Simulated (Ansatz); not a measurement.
Wavefunction ladder for `C=CC(F)S`

```xyz
10

C     0.389   -0.551   -1.395
C     0.180   -0.658   -0.092
C     0.264    0.482    0.862
F     0.737    1.612    0.238
S    -1.322    0.797    1.672
H     0.656    0.396   -1.847
H     0.300   -1.413   -2.044
H    -0.087   -1.607    0.362
H     0.947    0.253    1.687
H    -2.064    0.689    0.557
```

Total charge 0; spin multiplicity 1. The structure was optimised at the PBE0-D4/def2-TZVP level. It is one conformer, not always the lowest. Frozen core, restricted reference, Ansatz 0.2.0. CBS rows extrapolate triple and quadruple zeta; past MP2 they add the triple-zeta difference.

```json
{"basis": "def2-TZVPP", "HF (Eh)": "-613.55340", "MP2 corr.": "-0.91597"}
{"basis": "def2-QZVPP", "HF (Eh)": "-613.57420", "MP2 corr.": "-0.98772"}
```

Question: Estimate the CCSD correlation energy and the (T) correction in each basis where they were run (hartree).

Answer: 
```csv
basis,CCSD corr.,(T)
def2-TZVPP,-0.95763,-0.04010
CBS(def2),-1.08252,as TZ
```
